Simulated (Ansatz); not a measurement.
1T (CdI2-type) TiTe₂ was calculated with rVV10 in Ansatz (PAW).

Run with plane-wave cutoff 500 eV, 12×12×6 k mesh (along the axes of the cell as run), Fermi–Dirac smearing 0.05 eV, no spin polarisation, scalar-relativistic PAW data made under PBE.

Computed at the level's own relaxed cell.

Problem. Estimate the volume per atom, lattice parameter a and lattice parameter c that the calculation returns.

Solution. 
- volume per atom: 27.96 Å³/atom
- lattice parameter a: 3.826 Å
- lattice parameter c: 6.615 Å

The run finds no gap.

Spin–orbit coupling is not included.

Static lattice: no zero-point or thermal effects.

Cost on a shared machine: very roughly 100 core-seconds.

Ansatz is a quantum-chemistry and plane-wave program.
